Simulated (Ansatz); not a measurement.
# Scan of the N1–Si2 bond length

SiNHO, singlet, at its PBE0-D4/def2-TZVP minimum:

N1  (-1.958, 0.629, 0.481)
Si2  (-0.496, 0.136, 0.261)
O3  (1.022, -0.381, 0.064)
H4  (1.433, -0.385, -0.806)
(Å)

The bond length N1–Si2 (1.558 Å at the minimum) is set to the values below, the two halves moving rigidly along the bond. Each method's energies count from its own value at the PBE0-D4 minimum structure. 3 of 9 computed points, where the reference changed state or T1 grew large, are left out. Ansatz 0.2.0; basis: def2-TZVPP; cores frozen in the correlated methods.

CCSD(T) energies along the scan:
| bond length (Å) | CCSD(T) (kcal/mol) |
| --- | --- |
| 1.278 | 89.90 |
| 1.344 | 48.05 |
| 1.440 | 13.98 |
| 1.552 | 0.21 |
| 1.677 | 3.59 |
| 1.811 | 17.91 |
They count from the CCSD(T) energy at the PBE0-D4 minimum.

Minimum and curvature along this coordinate at CCSD(T): A fifth-order fit through the nearest points gives 1.583 Å, with a curvature of about 46 eV/Å².

Question: Treat the two halves as rigid bodies and work out the harmonic wavenumber of this stretch from that curvature (ν̃ = 521.5 √(k/μ) cm⁻¹ with k in eV/Å² and μ in u).

Answer: The halves weigh 14.01 and 45.09 u, so μ = 14.01 × 45.09/59.10 = 10.689 u and ν̃ = 521.5 √(46/10.689) ≈ 1100 cm⁻¹. A true normal mode mixes in other motions, so this is a guide only.

Largest difference from the CCSD(T) curve over the scan: PBE-D4 1.95; wB97M-V 9.31; HF 18.43; MP2 5.10 kcal/mol. Each curve counts from its own value at the minimum.

No T1 diagnostic of these runs exceeds 0.045. The T1 diagnostic is large here, which may signal multireference character or strong orbital relaxation, so CCSD(T) is less sure. The restricted Hartree–Fock reference is unstable towards an unrestricted one here.

For scale, one of the runs: CCSD(T)/def2-TZVPP, 118 basis functions (an equivalent command: `ansatz run in.yaml --threads 2`). Hardware: 2 CPU threads, shared host. Wall time about 19 s.
